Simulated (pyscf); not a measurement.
Optimised with ωB97X-D3(BJ)/def2-SVP in PySCF.

**Question.** Estimate by transition-state theory the rate constant of `[NH2][V](=[O])([F])[F]` + `[FH]` → `[O]=[V]([F])([F])[F]` + `[NH3]` (singlet surface; N–V, F–H broken, F–V, H–N formed) at 600 K, with ωB97M-D3(BJ)/def2-TZVP energies (ideal gas, 1 atm, RRHO with modes under 100 cm⁻¹ raised to 100, one conformer, R ln 2 for chiral ones without a mode under 150 cm⁻¹; no tunnelling).

**Answer.** The electronic barrier is 8.5 kcal/mol and the thermal terms add +20.2, so ΔG‡ = 28.8 kcal/mol. With k_BT/h = 1.25e+13 s⁻¹ and RT = 1.192 kcal/mol, and a volume of 8.18e-20 cm³ per molecule at 1 atm, k = 3.4e-17 cm³ molecule⁻¹ s⁻¹. Wigner's tunnelling factor for 643i cm⁻¹ would be 1.10. A shift of 1 kcal/mol in the barrier changes k by a factor 2.3. On the product side the descent ends in an adduct with a N–V contact, 20.0 kcal/mol under the separated species and 38.2 kcal/mol under the saddle at ωB97X-D3(BJ)/def2-TZVP. What is counted as broken (N–V) persists as a longer contact in the product adduct; parting that adduct is a step of its own. This is the saddle that the search found; another between the same sides may lie lower.
